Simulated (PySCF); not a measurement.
# How the numerical set-up moves the result for PC

Aim: see how much the energy and properties of PC depend on the numerical set-up.

Computed with PySCF 2.14.0. Level: method and basis as typed in the scripts.

3 further runs of the same task are left out: 3 that didn't finish.

## (1) The system as given

PC: 2 atoms, charge 0, spin multiplicity 2.

Bond lengths: P1–C2 1.597 Å.

## (2) The base run

input.py reads:

```python
from pyscf import gto, scf, ci

mol = gto.M(
    atom='P 0 0 0; C 0 0 1.597',
    basis='pcseg-1',
    charge=0,
    spin=1,
    verbose=4,
)
mf = scf.UHF(mol)
mf = mf.newton()
mf.kernel()
ci.CISD(mf, frozen=6).kernel()
mf.dip_moment()
print('orbital energies (hartree):', [e[max(0, n-3):n+3].round(4) for e, n in zip(mf.mo_energy, mol.nelec)])
```

The run is started by

```
python input.py
```

The log of this run is left out.

Base result: E(SCF) = -378.442977 Eh, 5 macro-iterations, E(CISD) − E(SCF) = -0.18293 Eh, ⟨S²⟩ = 1.705, μ = 0.15 D (of the SCF density).

⟨S²⟩ = 1.71 against 0.75 for a pure state: the determinant is spin-contaminated. The bond length is a typed value, not an optimised one.

## (3) Density fitting cc-pvdz-jkfit

Edit 1 changes density fitting: none → cc-pvdz-jkfit.

input.py reads:

```python
from pyscf import gto, scf, ci

mol = gto.M(
    atom='P 0 0 0; C 0 0 1.597',
    basis='pcseg-1',
    charge=0,
    spin=1,
    verbose=4,
)
mf = scf.UHF(mol)
mf = mf.density_fit(auxbasis='cc-pvdz-jkfit')
mf = mf.newton()
mf.kernel()
ci.CISD(mf, frozen=6).kernel()
mf.dip_moment()
print('orbital energies (hartree):', [e[max(0, n-3):n+3].round(4) for e, n in zip(mf.mo_energy, mol.nelec)])
```

The run is started by

```
python input.py
```

## (4) Lanl2dz (core potential on)

Edit 2 changes basis set: pcseg-1 → lanl2dz; core potential: off → on; frozen orbitals: 6 → 1. The core potential changes with it: totals don't compare.

Edit input.py of step 2 so:

```diff
@@ -4,3 +4,4 @@
     atom='P 0 0 0; C 0 0 1.597',
-    basis='pcseg-1',
+    basis='lanl2dz',
+    ecp={'P': 'lanl2dz'},
     charge=0,
@@ -12,3 +13,3 @@
 mf.kernel()
-ci.CISD(mf, frozen=6).kernel()
+ci.CISD(mf, frozen=1).kernel()
 mf.dip_moment()
```

## (5) Cc-pvdz

Edit 3 changes basis set: pcseg-1 → cc-pvdz.

Edit input.py of step 2 so:

```diff
@@ -4,3 +4,3 @@
     atom='P 0 0 0; C 0 0 1.597',
-    basis='pcseg-1',
+    basis='cc-pvdz',
     charge=0,
```

What does the calculation give? Wanted: for each run, E(SCF); from base; gap, α spin; SCF dipole; after the SCF.

**Answer**, as computed:

| run | E(SCF) (hartree) | from base (eV) | cycles | gap, α spin (eV) | SCF dipole (D) | functions | after the SCF |
| --- | --- | --- | --- | --- | --- | --- | --- |
| base | -378.442977 | 0 | 5 macro | 14.22 | 0.15 | 32 | CISD correlation -4.978 eV, core frozen |
| density fitting cc-pvdz-jkfit | -378.442806 | +0.0046 | 4 macro | 14.22 | 0.15 | 32 | CISD correlation -4.981 eV, core frozen |
| lanl2dz (core potential on) | -44.055572 | not comparable | 4 macro | 14.29 | 0.04 | 17 | CISD correlation -2.856 eV, core frozen |
| cc-pvdz | -378.487849 | -1.2210 | 4 macro | 14.60 | 0.11 | 32 | CISD correlation -5.070 eV, core frozen |

**Reading.** Of the runs whose energies can be compared, “cc-pvdz” moves the SCF energy most (-1.221 eV). cc-pvdz (32 functions) gives an energy 1.22 eV lower than pcseg-1 (32).
